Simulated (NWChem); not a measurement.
# SiHClF (SMILES F[SiH]Cl): name the method

SiHClF has 4 atoms, charge 0, and is taken as a doublet. SMILES: `F[SiH]Cl`. The coordinates come from a GFN2-xTB relaxation.

| atom | x (Å) | y (Å) | z (Å) |
| --- | --- | --- | --- |
| F | -0.9929 | -0.3423 | 1.0625 |
| Si | -0.2049 | -0.2232 | -0.3474 |
| Cl | 1.7326 | -0.5466 | 0.0755 |
| H | -0.5348 | 1.1122 | -0.7905 |

A calculation with NWChem 7.3.0 gave:

```json
{
  "total energy": "-850.1709 Eh",
  "dipole moment": "1.51 D",
  "⟨S²⟩": "0.751",
  "largest force": "1.654 eV/Å"
}
```

**Question.** Which of these levels gave the numbers?
A. B3LYP/6-31G* (spherical functions)
B. wB97X/6-31G* (spherical functions)
C. HF/def2-SVP
D. HF/3-21G

**Answer.** A. The others give -848.1954 Eh (HF/def2-SVP), -844.2213 Eh (HF/3-21G), -850.1070 Eh (wB97X/6-31G* (spherical functions)).
